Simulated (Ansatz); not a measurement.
## Isomers

Structures of Si$_{2}$H$_{4}$O, closed shell, relaxed at PBE0-D4/def2-TZVP (vibrations not checked; lower isomers may exist, and structures with a doubtful reference or unclear bonds are left out). Ansatz 0.2.0; basis: def2-TZVPP; cores frozen in the correlated methods. B3LYP uses VWN-RPA correlation.

(1) Rank them by CCSD(T) energy, lowest first, and give each one's height above the lowest. Links in brackets join atoms within 1.22 times the sum of their covalent radii (1.1 for two metals). (An estimate is asked for; the value comes from the calculation.)
A.
Si₂H₄O ([SiH2][O][SiH2])
```
7
angstrom
O 0.1303 0.0780 -0.1208
Si -0.7613 -0.0416 -1.4773
Si 1.2869 0.3563 0.9904
H -1.0444 -1.4874 -1.6961
H -1.9966 0.7638 -1.2688
H 0.7165 1.2910 1.9999
H 1.6687 -0.9602 1.5727
```
B.
Si₂H₄O ([O]1[SiH2][SiH2]1)
```
7
angstrom
O -0.7763 -0.4649 0.7193
Si -0.6015 -0.0794 -0.9222
Si 0.7868 0.1904 0.7504
H -0.6119 -1.2560 -1.8256
H -1.5475 0.9559 -1.4058
H 0.9074 1.4329 1.5518
H 1.8429 -0.7790 1.1320
```
C.
Si₂H₄O ([OH][SiH][SiH2])
```
7
angstrom
O -1.4685 -1.0607 -0.5826
Si -0.4659 0.2092 -0.3272
Si 1.3481 0.1111 0.9091
H -2.4071 -0.8857 -0.6731
H -1.2629 1.4698 -0.3992
H 2.1414 1.2923 0.4510
H 2.1150 -1.1360 0.6221
```

(2) Do PBE-D4, r2SCAN-D4, PBE0-D4, B3LYP-D4, wB97M-V, HF, MP2 give the same order? (A judgement: the text doesn't fix the answer.)

No T1 diagnostic of these runs exceeds 0.021. The restricted Hartree–Fock reference is unstable towards an unrestricted one at one or more of these structures. The program raised a doubt about the electronic state. A large double-excitation amplitude points to some diradical character; no triplet was computed.

For scale, one of the runs: CCSD(T)/def2-TZVPP, 171 basis functions, launched by `ansatz run in.yaml --threads 2 --pin off --events-out ev --progress --plain --max-ram 4352MiB`. Time: 59 s of wall clock on 2 CPU threads of an Arm Neoverse V2; the host was shared. Peak host memory: 2.4 GiB.

Results:

(1) The calculation gives: B (0.0 kJ/mol), C (98.0 kJ/mol), A (125.4 kJ/mol). Heights count from the lowest.

(2) Computed: All do.
